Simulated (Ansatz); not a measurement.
Rock-salt HfN was calculated with PBEsol-D3(BJ) in Ansatz (plane waves, PAW).

Settings: plane-wave cutoff 520 eV, 22×22×22 k mesh, Fermi–Dirac smearing 0.05 eV, scalar-relativistic PAW data made under PBE.

Computed at the level's own relaxed cell.

Task: Estimate the volume per atom, bulk modulus B0, equilibrium lattice constant a and pressure derivative B′ of the bulk modulus that the calculation returns.

Result: 
- volume per atom: 11.18 Å³/atom
- bulk modulus B0: 297 GPa
- equilibrium lattice constant a: 4.472 Å
- pressure derivative B′ of the bulk modulus: 4.3

The run finds no gap.

Measured, for comparison: equilibrium volume per atom 11.57 Å³/atom, lattice constant a 4.524 Å (room temperature, no zero-point or thermal correction; as tabulated in Seo, Lee, Wen, Petrov, Greene, Gall, J. Appl. Phys. 96, 878 (2004)); bulk modulus 260 GPa (room temperature, no zero-point or thermal correction, our sources range from 260 to 306; as tabulated in Synthesis of Binary Transition Metal Nitrides, Carbides and Borides from the …). Computed (rounded) less measured: equilibrium volume per atom -3.4 %, bulk modulus not scored (sources differ), lattice constant a -1.1 %. A static lattice is as a rule a little smaller and stiffer than an uncorrected measurement, which narrows the difference in the lattice constant a and would widen misses of the other sign.

Spin–orbit coupling is not included.

It cost about 120 core-seconds (a rough figure) of CPU time.

Ansatz is a quantum-chemistry and plane-wave program.
